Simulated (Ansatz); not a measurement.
# H$_{2}$Si–Al, quartet in cc-pVDZ: errors against RCCSDTQ

Geometry: that of the H2Si–Al, doublet, kept fixed. The doublet lies 1.6 eV lower here.

```json
{"atom": "Si", "x (Å)": "-0.0563", "y (Å)": "0.0000", "z (Å)": "1.1568"}
{"atom": "Al", "x (Å)": "0.0305", "y (Å)": "0.0000", "z (Å)": "-1.3507"}
{"atom": "H", "x (Å)": "0.3768", "y (Å)": "-1.1894", "z (Å)": "1.9627"}
{"atom": "H", "x (Å)": "0.3768", "y (Å)": "1.1894", "z (Å)": "1.9627"}
```

Basis cc-pVDZ; Ansatz 0.2.0. Only valence electrons are correlated (noble-gas cores frozen), which leaves 9 electrons in 36 orbitals. Prefix R: restricted or restricted open-shell reference; prefix U: unrestricted. Active spaces: valence = (9e, 10o) chosen from the atoms' valence shells.

Full CI isn't at hand for all of this; RCCSDTQ serves as the reference, and is uncertain by the last step of the cluster series or more. The frozen core follows each run's orbitals, which can shift R against U totals by a few meV.

For open shells CISD is restricted-active-space CI with the open shells as a complete middle space.

- UHF ⟨S²⟩: 3.772
- T1 diagnostic (RCCSD): 0.0378
- largest doubles amplitude (RCCSD): 0.062
- T1 diagnostic (UCCSD): 0.0317

```
                     level  E − E(RCCSDTQ) (kJ/mol)  share of correlation (%)   wall time
                       RHF                    415.0                      0.00           –
                       UHF                    403.3                      2.81           –
                      RMP2                    105.6                     74.55           –
                      UMP2                    106.2                     74.42           –
                      CISD                     42.2                     89.83       2.7 s
                     RCCSD                     18.0                     95.67           –
                     UCCSD                     17.5                     95.79           –
                  RCCSD(T)                      4.7                     98.87       3.3 s
                  UCCSD(T)                      4.7                     98.87       2.9 s
                   BCCD(T)                      4.6                     98.88       3.5 s
                    RCCSDT                      0.9                     99.79           –
                    UCCSDT                      0.8                     99.81           –
                 RCCSDT(Q)                      0.1                     99.97        18 s
                 UCCSDT(Q)                      0.0                     99.99        15 s
    CASSCF (valence space)                    270.8                     34.73           –
    NEVPT2 (valence space)                     83.0                     80.00       3.9 s
NEVPT4(SD) (valence space)                     14.0                     96.63  6 s (H100)
    MRCISD (valence space)                     21.2                     94.90           –
  MRCISD+Q (valence space)                      4.0                     99.04  7 s (H100)
```

The correlation energy at RCCSDTQ, counted from RHF, is -4.301 eV. That run took 24 s on 2 threads of AMD EPYC 7R13 with a shared H100 80 GB, shared host.

Times hold each run's SCF and search for its determinant on a shared host, so for small cases they say little of a method's own cost; rows without a card ran on 1 thread of AMD EPYC 7R13.

Natural occupations of CASSCF (valence space) about the gap: 1.979 1.971 1.955 1.004 0.999 0.990 0.035 0.025 0.023 0.018; effectively unpaired electrons, Σ n²(2−n)², 3.02.
